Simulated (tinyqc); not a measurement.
Inside a calculation (part 2 of 2). Method: MP2 on RHF in the sto-6g basis, for H3O+, spin multiplicity 1. Computed by tinyqc, a small Python program that keeps every step (integrals from PySCF). Command: `OMP_NUM_THREADS=1 python tinyqc.py 31842 31843 out.jsonl` (the two numbers bound the seeds that draw the settings). One thread of a shared host (Intel(R) Xeon(R) Processor @ 2.60GHz), about 0.2 s of CPU time with the checks.

Geometry (angstrom):
```
atom          x          y         z
O      0.000000   0.000000  0.367000
H      0.911000   0.000000  0.000000
H     -0.455000   0.789000  0.000000
H     -0.455000  -0.789000  0.000000
```

## Integrals over molecular orbitals

coefficients C:
```
              MO1        MO2        MO3        MO4        MO5        MO6        MO7        MO8
1O 1s    0.996617  -0.226564   0.000000   0.000021  -0.067698  -0.142619  -0.000062   0.000000
1O 2s    0.016389   0.870219   0.000000  -0.000086   0.356838   1.033669   0.000521   0.000000
1O 2px   0.000000   0.000040   0.000000   0.712777  -0.000007   0.000483  -0.905322   0.000000
1O 2py   0.000000   0.000000   0.712668   0.000000   0.000000   0.000000   0.000000   0.905663
1O 2pz  -0.002499  -0.138914   0.000000   0.000045   0.920852  -0.463642  -0.000237   0.000000
2H 1s   -0.003085   0.092115   0.000000   0.401553  -0.106448  -0.651241   0.993578   0.000000
3H 1s   -0.003086   0.092145   0.347676  -0.200695  -0.106493  -0.650996  -0.497150  -0.860711
4H 1s   -0.003086   0.092145  -0.347676  -0.200695  -0.106493  -0.650996  -0.497150   0.860711
```

core Hamiltonian H = T + V (hartree), lower triangle:
```
             1O 1s      1O 2s     1O 2px     1O 2py     1O 2pz      2H 1s      3H 1s      4H 1s
1O 1s   -33.547719
1O 2s    -7.420975  -9.755629
1O 2px   -0.000007  -0.000094  -8.100847
1O 2py    0.000000   0.000000   0.000000  -8.101063
1O 2pz    0.017494   0.196356   0.000011   0.000000  -7.997670
2H 1s    -1.691678  -3.783161  -2.448845   0.000000   1.047357  -5.307786
3H 1s    -1.692419  -3.784286   1.223506  -2.121751   1.047763  -1.537899  -5.308382
4H 1s    -1.692419  -3.784286   1.223506   2.121751   1.047763  -1.537899  -1.537038  -5.308382
```

Given earlier and not repeated: Two-electron integrals (ij|kl) in chemists' order.

(pq|rs) = sum C_ip C_jq C_kr C_ls (ij|kl), one index at a time.

one-electron integrals over orbitals h = C^T H C (hartree), lower triangle:
```
            1          2          3          4          5          6          7          8
1  -33.534128
2    0.572739  -8.286570
3    0.000000   0.000000  -7.129146
4   -0.000055   0.000097   0.000000  -7.129086
5    0.166327  -0.191923   0.000000  -0.000067  -7.804357
6    0.364418  -1.493649   0.000000  -0.000898   0.655116  -5.250203
7    0.000167  -0.000494   0.000000   1.704558   0.000274   0.000270  -5.616310
8    0.000000   0.000000  -1.704800   0.000000   0.000000   0.000000   0.000000  -5.616757
```

Two-electron integrals over orbitals (pq|rs), unique and non-zero (hartree):
```
(11|11) 4.761419    (21|11) -0.435811   (21|21) 0.064775    (22|11) 1.040627
(22|21) -0.015112   (22|22) 0.741185    (31|31) 0.014757    (32|31) 0.021501
(32|32) 0.139851    (33|11) 0.876463    (33|21) -0.005998   (33|22) 0.669624
(33|33) 0.674663    (41|11) 0.000040    (41|21) -0.000005   (41|22) 3.42e-06
(41|33) -0.002232   (41|41) 0.014760    (42|11) -0.000035   (42|21) 2.21e-06
(42|22) -4.30e-06   (42|33) -0.031973   (42|41) 0.021503    (42|42) 0.139835
(43|31) -0.002235   (43|32) -0.031976   (43|43) 0.041126    (44|11) 0.876509
(44|21) -0.006000   (44|22) 0.669632    (44|33) 0.592391    (44|41) 0.002233
(44|42) 0.031965    (44|44) 0.674684    (51|11) -0.132577   (51|21) 0.016057
(51|22) -0.015078   (51|33) -0.004020   (51|41) -8.26e-07   (51|42) 2.00e-06
(51|44) -0.004019   (51|51) 0.028982    (52|11) 0.067692    (52|21) -0.008219
(52|22) -0.023519   (52|33) 0.005224    (52|41) 1.74e-06    (52|42) 0.000006
(52|44) 0.005237    (52|51) 0.026767    (52|52) 0.132304    (53|31) 0.004359
(53|32) 0.005779    (53|43) 0.005148    (53|53) 0.037662    (54|11) 0.000013
(54|21) 6.58e-07    (54|22) 0.000012    (54|33) 0.005154    (54|41) 0.004361
(54|42) 0.005796    (54|44) -0.005144   (54|51) -2.17e-06   (54|52) -0.000007
(54|54) 0.037663    (55|11) 1.085448    (55|21) -0.014024   (55|22) 0.724847
(55|33) 0.653558    (55|41) 1.78e-06    (55|42) -0.000016   (55|44) 0.653574
(55|51) 0.012985    (55|52) 0.086766    (55|54) 0.000005    (55|55) 0.869328
(61|11) -0.294189   (61|21) 0.045593    (61|22) -0.006780   (61|33) -0.003221
(61|41) 4.40e-06    (61|42) 0.000013    (61|44) -0.003220   (61|51) 0.002974
(61|52) -0.014739   (61|54) 3.67e-06    (61|55) -0.014274   (61|61) 0.034901
(62|11) 0.347753    (62|21) -0.010172   (62|22) 0.152177    (62|33) 0.105507
(62|41) 0.000010    (62|42) 0.000025    (62|44) 0.105533    (62|51) -0.015119
(62|52) -0.024949   (62|54) 0.000015    (62|55) 0.141745    (62|61) -0.002737
(62|62) 0.088805    (63|31) 0.006819    (63|32) -0.008382   (63|43) 0.022254
(63|53) 0.007794    (63|63) 0.049549    (64|11) 0.000183    (64|21) -2.56e-06
(64|22) 0.000087    (64|33) 0.022318    (64|41) 0.006824    (64|42) -0.008346
(64|44) -0.022187   (64|51) 1.75e-06    (64|52) 0.000022    (64|54) 0.007793
(64|55) 0.000102    (64|61) 1.33e-06    (64|62) 0.000051    (64|64) 0.049553
(65|11) -0.130882   (65|21) -0.001083   (65|22) -0.076443   (65|33) -0.044644
(65|41) 3.95e-06    (65|42) 0.000025    (65|44) -0.044644   (65|51) 0.011768
(65|52) 0.030739    (65|54) 0.000009    (65|55) -0.068276   (65|61) -0.004828
(65|62) -0.050182   (65|64) -0.000019   (65|65) 0.037251    (66|11) 0.706704
(66|21) -0.007445   (66|22) 0.552336    (66|33) 0.518065    (66|41) 0.000013
(66|42) 0.000073    (66|44) 0.518099    (66|51) -0.017759   (66|52) -0.056185
(66|54) -1.00e-07   (66|55) 0.508027    (66|61) 0.000161    (66|62) 0.072750
(66|64) 0.000008    (66|65) -0.040237   (66|66) 0.497040    (71|11) -0.000132
(71|21) 0.000020    (71|22) -0.000005   (71|33) 0.002025    (71|41) -0.016436
(71|42) -0.022487   (71|44) -0.002027   (71|51) 1.05e-06    (71|52) -0.000007
(71|54) -0.004894   (71|55) -0.000007   (71|61) 0.000006    (71|62) -0.000011
(71|64) -0.007245   (71|65) -0.000006   (71|66) -0.000013   (71|71) 0.018340
(72|11) 0.000128    (72|21) -0.000005   (72|22) 0.000045    (72|33) -0.012157
(72|41) -0.014513   (72|42) -0.045874   (72|44) 0.012228    (72|51) -0.000007
(72|52) -0.000011   (72|54) -0.020181   (72|55) 0.000046    (72|61) -0.000009
(72|62) 0.000011    (72|64) -0.035566   (72|65) -0.000029   (72|66) 0.000008
(72|71) 0.015446    (72|72) 0.051111    (73|31) -0.002755   (73|32) -0.038212
(73|43) 0.003866    (73|53) 0.006133    (73|63) 0.023208    (73|73) 0.032897
(74|11) -0.364791   (74|21) 0.007336    (74|22) -0.154630   (74|33) -0.127676
(74|41) 0.002762    (74|42) 0.038225    (74|44) -0.119975   (74|51) -0.000811
(74|52) -0.040703   (74|54) -0.006126   (74|55) -0.185567   (74|61) 0.005517
(74|62) -0.081047   (74|64) -0.023243   (74|65) 0.034289    (74|66) -0.043108
(74|71) -0.003069   (74|72) 0.002366    (74|74) 0.146720    (75|11) -0.000055
(75|21) -7.25e-07   (75|22) -0.000032   (75|33) 0.012522    (75|41) -0.006885
(75|42) -0.042089   (75|44) -0.012560   (75|51) 0.000005    (75|52) 0.000011
(75|54) -0.022299   (75|55) -0.000026   (75|61) -0.000006   (75|62) -0.000031
(75|64) 0.014680    (75|65) -4.07e-07   (75|66) -0.000038   (75|71) 0.007482
(75|72) 0.011217    (75|74) -0.015292   (75|75) 0.034064    (76|11) -0.000049
(76|21) 7.74e-08    (76|22) -0.000016   (76|33) 0.038966    (76|41) -0.012171
(76|42) -0.094781   (76|44) -0.039015   (76|51) -0.000007   (76|52) -0.000032
(76|54) 0.013726    (76|55) -0.000030   (76|61) -4.32e-06   (76|62) -0.000018
(76|64) 0.043474    (76|65) -0.000015   (76|66) -0.000068   (76|71) 0.012901
(76|72) -0.000259   (76|74) -0.047765   (76|75) 0.033195    (76|76) 0.113051
(77|11) 0.785128    (77|21) -0.007485   (77|22) 0.584335    (77|33) 0.527307
(77|41) 0.000671    (77|42) 0.032325    (77|44) 0.599989    (77|51) -0.002850
(77|52) 0.001040    (77|54) -0.011546   (77|55) 0.574000    (77|61) -0.004497
(77|62) 0.071949    (77|64) -0.039039   (77|65) -0.025546   (77|66) 0.495846
(77|71) -0.000541   (77|72) 0.021935    (77|74) -0.060305   (77|75) -0.016058
(77|76) -0.059423   (77|77) 0.581639    (81|31) 0.016440    (81|32) 0.022493
(81|43) -0.002030   (81|53) 0.004894    (81|63) 0.007243    (81|73) -0.003064
(81|81) 0.018353    (82|31) 0.014514    (82|32) 0.045873    (82|43) 0.012169
(82|53) 0.020184    (82|63) 0.035558    (82|73) 0.002427    (82|81) 0.015454
(82|82) 0.051115    (83|11) 0.364842    (83|21) -0.007337   (83|22) 0.154648
(83|33) 0.119982    (83|41) 0.002756    (83|42) 0.038160    (83|44) 0.127717
(83|51) 0.000812    (83|52) 0.040715    (83|54) -0.006122   (83|55) 0.185587
(83|61) -0.005516   (83|62) 0.081057    (83|64) -0.023130   (83|65) -0.034281
(83|66) 0.043177    (83|71) -0.003065   (83|72) 0.002447    (83|74) -0.082930
(83|75) -0.015310   (83|76) -0.047781   (83|77) 0.095811    (83|83) 0.146715
(84|31) 0.002754    (84|32) 0.038174    (84|43) -0.003841   (84|53) -0.006128
(84|63) -0.023175   (84|73) -0.030926   (84|81) 0.003063    (84|82) -0.002414
(84|84) 0.032854    (85|31) 0.006887    (85|32) 0.042108    (85|43) -0.012542
(85|53) 0.022298    (85|63) -0.014688   (85|73) -0.015315   (85|81) 0.007487
(85|82) 0.011227    (85|84) 0.015298    (85|85) 0.034082    (86|31) 0.012172
(86|32) 0.094793    (86|43) -0.038952   (86|53) -0.013731   (86|63) -0.043464
(86|73) -0.047799   (86|81) 0.012908    (86|82) -0.000235   (86|84) 0.047749
(86|85) 0.033201    (86|86) 0.113007    (87|31) 0.000686    (87|32) 0.032439
(87|43) -0.036368   (87|53) -0.011566   (87|63) -0.039125   (87|73) -0.017809
(87|81) 0.000556    (87|82) -0.021899   (87|84) 0.017774    (87|85) 0.016085
(87|86) 0.059487    (87|87) 0.049258    (88|11) 0.785308    (88|21) -0.007490
(88|22) 0.584394    (88|33) 0.600046    (88|41) -0.000678   (88|42) -0.032379
(88|44) 0.527314    (88|51) -0.002849   (88|52) 0.001055    (88|54) 0.011558
(88|55) 0.574080    (88|61) -0.004502   (88|62) 0.071982    (88|64) 0.039138
(88|65) -0.025566   (88|66) 0.495797    (88|71) 0.000546    (88|72) -0.021886
(88|74) -0.095861   (88|75) 0.016053    (88|76) 0.059445    (88|77) 0.483336
(88|83) 0.060359    (88|88) 0.581749
```

## Second-order Moller-Plesset energy

orbital energies (hartree): MO1 -21.137891, MO2 -1.812690, MO3 -1.103805, MO4 -1.103574, MO5 -0.936785, MO6 0.096200, MO7 0.242075, MO8 0.242410

Hartree-Fock energy = -76.03896764 hartree

E2 = sum_ijab (ia|jb) [2 (ia|jb) - (ib|ja)] / (e_i + e_j - e_a - e_b) over occupied i, j and virtual a, b; the opposite-spin part is (ia|jb)^2 / denominator, the rest is same-spin, and SCS-MP2 scales them by 6/5 and 1/3.

Terms (the 40 largest of 117):
```
i  j  a  b    (ia|jb)    (ib|ja)  denominator       term
4  4  7  7   0.146720   0.146720    -2.691298  -0.007999
3  3  8  8   0.146715   0.146715    -2.692430  -0.007995
4  3  7  8  -0.082930  -0.030926    -2.691864  -0.004157
3  4  8  7  -0.082930  -0.030926    -2.691864  -0.004157
3  2  8  6   0.081057   0.035558    -3.255105  -0.003151
2  3  6  8   0.081057   0.035558    -3.255105  -0.003151
2  4  6  7  -0.081047  -0.035566    -3.254539  -0.003151
4  2  7  6  -0.081047  -0.035566    -3.254539  -0.003151
2  2  6  6   0.088805   0.088805    -3.817780  -0.002066
4  4  6  6   0.049553   0.049553    -2.399547  -0.001023
3  3  6  6   0.049549   0.049549    -2.400009  -0.001023
5  2  6  6  -0.050182  -0.050182    -2.941875  -0.000856
2  5  6  6  -0.050182  -0.050182    -2.941875  -0.000856
4  5  7  6   0.034289   0.014680    -2.378634  -0.000777
5  4  6  7   0.034289   0.014680    -2.378634  -0.000777
5  3  6  8  -0.034281  -0.014688    -2.379200  -0.000776
3  5  8  6  -0.034281  -0.014688    -2.379200  -0.000776
5  5  6  6   0.037251   0.037251    -2.065970  -0.000672
2  2  7  7   0.051111   0.051111    -4.109531  -0.000636
2  2  8  8   0.051115   0.051115    -4.110201  -0.000636
5  5  8  8   0.034082   0.034082    -2.358391  -0.000493
5  5  7  7   0.034064   0.034064    -2.357721  -0.000492
3  3  7  7   0.032897   0.032897    -2.691760  -0.000402
4  4  8  8   0.032854   0.032854    -2.691968  -0.000401
4  3  8  7  -0.030926  -0.082930    -2.691864   0.000242
3  4  7  8  -0.030926  -0.082930    -2.691864   0.000242
4  4  6  7  -0.023243  -0.023243    -2.545422  -0.000212
4  4  7  6  -0.023243  -0.023243    -2.545422  -0.000212
3  3  6  7   0.023208   0.023208    -2.545884  -0.000212
3  3  7  6   0.023208   0.023208    -2.545884  -0.000212
3  4  6  8  -0.023175  -0.023130    -2.545988  -0.000211
4  3  8  6  -0.023175  -0.023130    -2.545988  -0.000211
4  3  6  8  -0.023130  -0.023175    -2.545988  -0.000210
3  4  8  6  -0.023130  -0.023175    -2.545988  -0.000210
3  2  6  8   0.035558   0.081057    -3.255105   0.000109
2  3  8  6   0.035558   0.081057    -3.255105   0.000109
2  4  7  6  -0.035566  -0.081047    -3.254539   0.000108
4  2  6  7  -0.035566  -0.081047    -3.254539   0.000108
3  5  7  8  -0.015315  -0.015310    -2.525076  -0.000093
5  3  8  7  -0.015315  -0.015310    -2.525076  -0.000093
```

Pair energies (hartree; pair i-j sums ij and ji):
```
pair  opposite spin  same spin
1-1       -0.000044          0
2-1       -0.000041          0
2-2       -0.003337          0
3-1       -0.000009  -0.000014
3-2       -0.004821  -0.001272
3-3       -0.009843          0
4-1       -0.000009  -0.000014
4-2       -0.004821  -0.001271
4-3       -0.006663  -0.002009
4-4       -0.009847          0
5-1       -0.000012          0
5-2       -0.001868          0
5-3       -0.001541  -0.000323
5-4       -0.001540  -0.000323
5-5       -0.001656          0
```

MP2 correlation energy = -0.05127961 hartree

SCS-MP2 correlation energy = -0.05700517 hartree

MP2 total energy = -76.09024725 hartree
